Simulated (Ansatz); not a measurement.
**Molecular dynamics of AlFH$_{6}$O**

Input file:

```yaml
crystal:
  periodic: [false, false, false]
  atoms:
    - { symbol: Al, position_ang: [-1.084773, 0.021198, 0.157207] }
    - { symbol: H, position_ang: [-1.004845, -1.553121, 0.649789] }
    - { symbol: H, position_ang: [-1.398085, 0.236919, -1.401753] }
    - { symbol: H, position_ang: [-1.553928, 0.995722, 1.331711] }
    - { symbol: H, position_ang: [1.312051, 1.158098, 0.169536] }
    - { symbol: F, position_ang: [0.742985, 1.912302, 0.128679] }
    - { symbol: H, position_ang: [0.759622, -1.397783, 0.267736] }
    - { symbol: O, position_ang: [1.102673, -0.577881, -0.174118] }
    - { symbol: H, position_ang: [1.124301, -0.795452, -1.128787] }
basis:
  gaussian: { orbitals: def2-SVP }
hamiltonian:
  xc: pbe
  dispersion: d4
md:
  timestep: 0.5
  n_steps: 200
  ensemble: nve
  temperature: 100.0
  initial_velocities: maxwell_boltzmann
  seed: 6273
```

Run as:

```bash
$ ansatz run input.yaml --threads 2 --pin off --max-ram 3072MiB --backend cpu --events-out ev --progress --plain --runs-dir out
```

It starts at the highest image of a converged band, a first-order saddle point between two minima.

Output, in part (one step line in 3, the closing report, with atoms numbered from 0):

```
md step     0: t =     0.00 fs  T =   100.0 K  F+E_penalty+E_count = -11443.45837070 eV  E_kin = 0.090482 eV  conserved = -11443.36788870 eV  (24 SCF iters)
md step     3: t =     1.50 fs  T =    78.9 K  F+E_penalty+E_count = -11443.43878322 eV  E_kin = 0.071382 eV  conserved = -11443.36740088 eV  (29 SCF iters)
md step     6: t =     3.00 fs  T =    69.1 K  F+E_penalty+E_count = -11443.42994928 eV  E_kin = 0.062531 eV  conserved = -11443.36741825 eV  (28 SCF iters)
md step     9: t =     4.50 fs  T =    71.7 K  F+E_penalty+E_count = -11443.43259490 eV  E_kin = 0.064834 eV  conserved = -11443.36776111 eV  (28 SCF iters)
md step    12: t =     6.00 fs  T =    49.6 K  F+E_penalty+E_count = -11443.41224269 eV  E_kin = 0.044908 eV  conserved = -11443.36733489 eV  (28 SCF iters)
md step    15: t =     7.50 fs  T =    48.6 K  F+E_penalty+E_count = -11443.41134376 eV  E_kin = 0.043936 eV  conserved = -11443.36740768 eV  (29 SCF iters)
md step    18: t =     9.00 fs  T =    59.0 K  F+E_penalty+E_count = -11443.42123403 eV  E_kin = 0.053402 eV  conserved = -11443.36783248 eV  (28 SCF iters)
md step    21: t =    10.50 fs  T =    36.2 K  F+E_penalty+E_count = -11443.40007799 eV  E_kin = 0.032712 eV  conserved = -11443.36736646 eV  (29 SCF iters)
md step    24: t =    12.00 fs  T =    30.7 K  F+E_penalty+E_count = -11443.39518237 eV  E_kin = 0.027790 eV  conserved = -11443.36739248 eV  (28 SCF iters)
md step    27: t =    13.50 fs  T =    42.6 K  F+E_penalty+E_count = -11443.40628935 eV  E_kin = 0.038569 eV  conserved = -11443.36772041 eV  (28 SCF iters)
md step    30: t =    15.00 fs  T =    35.2 K  F+E_penalty+E_count = -11443.39918742 eV  E_kin = 0.031843 eV  conserved = -11443.36734402 eV  (28 SCF iters)
md step    33: t =    16.50 fs  T =    47.5 K  F+E_penalty+E_count = -11443.41036951 eV  E_kin = 0.042937 eV  conserved = -11443.36743294 eV  (28 SCF iters)
md step    36: t =    18.00 fs  T =    67.9 K  F+E_penalty+E_count = -11443.42927302 eV  E_kin = 0.061459 eV  conserved = -11443.36781417 eV  (25 SCF iters)
md step    39: t =    19.50 fs  T =    56.6 K  F+E_penalty+E_count = -11443.41865661 eV  E_kin = 0.051256 eV  conserved = -11443.36740025 eV  (28 SCF iters)
md step    42: t =    21.00 fs  T =    56.9 K  F+E_penalty+E_count = -11443.41899557 eV  E_kin = 0.051504 eV  conserved = -11443.36749132 eV  (28 SCF iters)
md step    45: t =    22.50 fs  T =    62.6 K  F+E_penalty+E_count = -11443.42434124 eV  E_kin = 0.056654 eV  conserved = -11443.36768738 eV  (28 SCF iters)
md step    48: t =    24.00 fs  T =    51.3 K  F+E_penalty+E_count = -11443.41382062 eV  E_kin = 0.046454 eV  conserved = -11443.36736619 eV  (28 SCF iters)
md step    51: t =    25.50 fs  T =    57.2 K  F+E_penalty+E_count = -11443.41922577 eV  E_kin = 0.051715 eV  conserved = -11443.36751125 eV  (28 SCF iters)
md step    54: t =    27.00 fs  T =    62.7 K  F+E_penalty+E_count = -11443.42444556 eV  E_kin = 0.056693 eV  conserved = -11443.36775227 eV  (24 SCF iters)
md step    57: t =    28.50 fs  T =    44.4 K  F+E_penalty+E_count = -11443.40754935 eV  E_kin = 0.040213 eV  conserved = -11443.36733626 eV  (29 SCF iters)
md step    60: t =    30.00 fs  T =    45.6 K  F+E_penalty+E_count = -11443.40880401 eV  E_kin = 0.041263 eV  conserved = -11443.36754073 eV  (28 SCF iters)
md step    63: t =    31.50 fs  T =    48.2 K  F+E_penalty+E_count = -11443.41125100 eV  E_kin = 0.043636 eV  conserved = -11443.36761489 eV  (29 SCF iters)
md step    66: t =    33.00 fs  T =    42.2 K  F+E_penalty+E_count = -11443.40548203 eV  E_kin = 0.038151 eV  conserved = -11443.36733084 eV  (29 SCF iters)
md step    69: t =    34.50 fs  T =    57.4 K  F+E_penalty+E_count = -11443.41949736 eV  E_kin = 0.051918 eV  conserved = -11443.36757921 eV  (28 SCF iters)
md step    72: t =    36.00 fs  T =    64.9 K  F+E_penalty+E_count = -11443.42639622 eV  E_kin = 0.058682 eV  conserved = -11443.36771391 eV  (24 SCF iters)
md step    75: t =    37.50 fs  T =    52.7 K  F+E_penalty+E_count = -11443.41502960 eV  E_kin = 0.047702 eV  conserved = -11443.36732746 eV  (28 SCF iters)
md step    78: t =    39.00 fs  T =    60.5 K  F+E_penalty+E_count = -11443.42234798 eV  E_kin = 0.054718 eV  conserved = -11443.36762984 eV  (28 SCF iters)
md step    81: t =    40.50 fs  T =    59.7 K  F+E_penalty+E_count = -11443.42162537 eV  E_kin = 0.054047 eV  conserved = -11443.36757879 eV  (27 SCF iters)
md step    84: t =    42.00 fs  T =    54.2 K  F+E_penalty+E_count = -11443.41632499 eV  E_kin = 0.049005 eV  conserved = -11443.36732003 eV  (28 SCF iters)
md step    87: t =    43.50 fs  T =    70.8 K  F+E_penalty+E_count = -11443.43177344 eV  E_kin = 0.064101 eV  conserved = -11443.36767276 eV  (28 SCF iters)
md step    90: t =    45.00 fs  T =    69.9 K  F+E_penalty+E_count = -11443.43086088 eV  E_kin = 0.063203 eV  conserved = -11443.36765770 eV  (24 SCF iters)
md step    93: t =    46.50 fs  T =    54.8 K  F+E_penalty+E_count = -11443.41690599 eV  E_kin = 0.049611 eV  conserved = -11443.36729454 eV  (28 SCF iters)
md step    96: t =    48.00 fs  T =    63.8 K  F+E_penalty+E_count = -11443.42535734 eV  E_kin = 0.057694 eV  conserved = -11443.36766365 eV  (28 SCF iters)
md step    99: t =    49.50 fs  T =    60.4 K  F+E_penalty+E_count = -11443.42214906 eV  E_kin = 0.054610 eV  conserved = -11443.36753856 eV  (28 SCF iters)
md step   102: t =    51.00 fs  T =    57.3 K  F+E_penalty+E_count = -11443.41910968 eV  E_kin = 0.051821 eV  conserved = -11443.36728909 eV  (28 SCF iters)
md step   105: t =    52.50 fs  T =    80.2 K  F+E_penalty+E_count = -11443.44031509 eV  E_kin = 0.072600 eV  conserved = -11443.36771492 eV  (28 SCF iters)
md step   108: t =    54.00 fs  T =    82.2 K  F+E_penalty+E_count = -11443.44197408 eV  E_kin = 0.074366 eV  conserved = -11443.36760840 eV  (24 SCF iters)
md step   111: t =    55.50 fs  T =    74.3 K  F+E_penalty+E_count = -11443.43452463 eV  E_kin = 0.067194 eV  conserved = -11443.36733078 eV  (28 SCF iters)
md step   114: t =    57.00 fs  T =    86.4 K  F+E_penalty+E_count = -11443.44589852 eV  E_kin = 0.078213 eV  conserved = -11443.36768600 eV  (28 SCF iters)
md step   117: t =    58.50 fs  T =    83.2 K  F+E_penalty+E_count = -11443.44281443 eV  E_kin = 0.075305 eV  conserved = -11443.36750930 eV  (28 SCF iters)
md step   120: t =    60.00 fs  T =    84.2 K  F+E_penalty+E_count = -11443.44352046 eV  E_kin = 0.076196 eV  conserved = -11443.36732485 eV  (27 SCF iters)
md step   123: t =    61.50 fs  T =   107.1 K  F+E_penalty+E_count = -11443.46466602 eV  E_kin = 0.096893 eV  conserved = -11443.36777285 eV  (28 SCF iters)
md step   126: t =    63.00 fs  T =   103.5 K  F+E_penalty+E_count = -11443.46116531 eV  E_kin = 0.093614 eV  conserved = -11443.36755138 eV  (24 SCF iters)
md step   129: t =    64.50 fs  T =    94.5 K  F+E_penalty+E_count = -11443.45291103 eV  E_kin = 0.085517 eV  conserved = -11443.36739371 eV  (29 SCF iters)
md step   132: t =    66.00 fs  T =    99.9 K  F+E_penalty+E_count = -11443.45801995 eV  E_kin = 0.090351 eV  conserved = -11443.36766907 eV  (29 SCF iters)
md step   135: t =    67.50 fs  T =    91.6 K  F+E_penalty+E_count = -11443.45034777 eV  E_kin = 0.082896 eV  conserved = -11443.36745154 eV  (28 SCF iters)
md step   138: t =    69.00 fs  T =    95.1 K  F+E_penalty+E_count = -11443.45338149 eV  E_kin = 0.086020 eV  conserved = -11443.36736190 eV  (28 SCF iters)
md step   141: t =    70.50 fs  T =   117.0 K  F+E_penalty+E_count = -11443.47364910 eV  E_kin = 0.105900 eV  conserved = -11443.36774931 eV  (28 SCF iters)
md step   144: t =    72.00 fs  T =   117.1 K  F+E_penalty+E_count = -11443.47345248 eV  E_kin = 0.105984 eV  conserved = -11443.36746882 eV  (25 SCF iters)
md step   147: t =    73.50 fs  T =   120.3 K  F+E_penalty+E_count = -11443.47633761 eV  E_kin = 0.108838 eV  conserved = -11443.36749968 eV  (28 SCF iters)
md step   150: t =    75.00 fs  T =   128.3 K  F+E_penalty+E_count = -11443.48372073 eV  E_kin = 0.116109 eV  conserved = -11443.36761203 eV  (29 SCF iters)
md step   153: t =    76.50 fs  T =   129.2 K  F+E_penalty+E_count = -11443.48429577 eV  E_kin = 0.116872 eV  conserved = -11443.36742404 eV  (27 SCF iters)
md step   156: t =    78.00 fs  T =   145.3 K  F+E_penalty+E_count = -11443.49889806 eV  E_kin = 0.131430 eV  conserved = -11443.36746792 eV  (28 SCF iters)
md step   159: t =    79.50 fs  T =   169.2 K  F+E_penalty+E_count = -11443.52079497 eV  E_kin = 0.153119 eV  conserved = -11443.36767612 eV  (29 SCF iters)
md step   162: t =    81.00 fs  T =   178.4 K  F+E_penalty+E_count = -11443.52886688 eV  E_kin = 0.161382 eV  conserved = -11443.36748474 eV  (25 SCF iters)
md step   165: t =    82.50 fs  T =   188.1 K  F+E_penalty+E_count = -11443.53773690 eV  E_kin = 0.170162 eV  conserved = -11443.36757512 eV  (25 SCF iters)
md step   168: t =    84.00 fs  T =   193.6 K  F+E_penalty+E_count = -11443.54268309 eV  E_kin = 0.175153 eV  conserved = -11443.36752982 eV  (26 SCF iters)
md step   171: t =    85.50 fs  T =   200.2 K  F+E_penalty+E_count = -11443.54863778 eV  E_kin = 0.181160 eV  conserved = -11443.36747786 eV  (27 SCF iters)
md step   174: t =    87.00 fs  T =   216.7 K  F+E_penalty+E_count = -11443.56361884 eV  E_kin = 0.196097 eV  conserved = -11443.36752184 eV  (27 SCF iters)
md step   177: t =    88.50 fs  T =   236.5 K  F+E_penalty+E_count = -11443.58159254 eV  E_kin = 0.214033 eV  conserved = -11443.36755982 eV  (27 SCF iters)
md step   180: t =    90.00 fs  T =   251.7 K  F+E_penalty+E_count = -11443.59536969 eV  E_kin = 0.227777 eV  conserved = -11443.36759227 eV  (27 SCF iters)
md step   183: t =    91.50 fs  T =   257.6 K  F+E_penalty+E_count = -11443.60064380 eV  E_kin = 0.233086 eV  conserved = -11443.36755822 eV  (27 SCF iters)
md step   186: t =    93.00 fs  T =   261.9 K  F+E_penalty+E_count = -11443.60439483 eV  E_kin = 0.236933 eV  conserved = -11443.36746205 eV  (26 SCF iters)
md step   189: t =    94.50 fs  T =   278.9 K  F+E_penalty+E_count = -11443.61987068 eV  E_kin = 0.252357 eV  conserved = -11443.36751373 eV  (27 SCF iters)
md step   192: t =    96.00 fs  T =   304.8 K  F+E_penalty+E_count = -11443.64330204 eV  E_kin = 0.275813 eV  conserved = -11443.36748913 eV  (26 SCF iters)
md step   195: t =    97.50 fs  T =   338.2 K  F+E_penalty+E_count = -11443.67347018 eV  E_kin = 0.305965 eV  conserved = -11443.36750516 eV  (26 SCF iters)
md step   198: t =    99.00 fs  T =   370.4 K  F+E_penalty+E_count = -11443.70280010 eV  E_kin = 0.335155 eV  conserved = -11443.36764521 eV  (24 SCF iters)
md step   200: t =   100.00 fs  T =   383.8 K  F+E_penalty+E_count = -11443.71480248 eV  E_kin = 0.347231 eV  conserved = -11443.36757178 eV  (24 SCF iters)
Total energy: -11443.71483918 eV, -420.5487635115 hartree
Atom 0 at    -1.056417    -0.104131     0.160398 Å, force    -0.020306    -0.015915    -0.308523 eV/Å
Atom 1 at    -1.674933    -1.606654     0.193143 Å, force     0.164372     0.021616     0.147416 eV/Å
Atom 2 at    -1.451767     0.670934    -1.212645 Å, force     0.073309     0.000441     0.245897 eV/Å
Atom 3 at    -0.830113     0.629607     1.586982 Å, force    -0.074626     0.153862    -0.003382 eV/Å
Atom 4 at     0.699764     1.962288     0.958724 Å, force    -0.167783    -0.122424    -0.401324 eV/Å
Atom 5 at     0.864041     2.062554     0.029575 Å, force     0.176622     0.018988     0.351847 eV/Å
Atom 6 at     1.032471    -1.602935    -0.229314 Å, force    -0.133819     0.849132     0.093561 eV/Å
Atom 7 at     0.913163    -0.621792    -0.100240 Å, force    -0.087356    -1.288678     0.030238 eV/Å
Atom 8 at     1.430974    -0.189065    -0.798798 Å, force     0.069587     0.382979    -0.155729 eV/Å
Dipole moment:     0.902596    -0.298749    -0.062065 e Å
```

The run went to its last step. The conserved energy stayed within 0.074 meV per atom of its start (net change 0.035 meV per atom), so the integration is sound. The system heated up, since it started high on the potential surface and ran downhill. A run of 0.1 ps of so small a system gives no equilibrium averages. The orbitals stay closed-shell, which can raise the energy where a bond breaks towards radicals; this wasn't checked here.

The step under study would form Al1–F6, H5–O8, H2–H7 and break Al1–H2, H5–F6, H7–O8. These pairs go: Al1–F6 2.63 → 2.90 Å, H5–O8 1.78 → 2.80 Å, H2–H7 1.81 → 2.74 Å, Al1–H2 1.65 → 1.63 Å, H5–F6 0.95 → 0.95 Å, H7–O8 0.99 → 1.00 Å. In the last frame they stand as before the step (other bonds may differ from the relaxed reactants and products). It ends as AlH5O + FH. Pairs count as bonded within 1.25 times the sum of covalent radii (0.12 Å more for H–H).

Last frame:

```xyz
9
Properties=species:S:1:pos:R:3
Al -1.056 -0.104 0.160
H -1.675 -1.607 0.193
H -1.452 0.671 -1.213
H -0.830 0.630 1.587
H 0.700 1.962 0.959
F 0.864 2.063 0.030
H 1.032 -1.603 -0.229
O 0.913 -0.622 -0.100
H 1.431 -0.189 -0.799
```

The run took 3.5 min on 2 threads of Arm Neoverse V1, with other jobs on the host, peak memory 0.13 GiB.
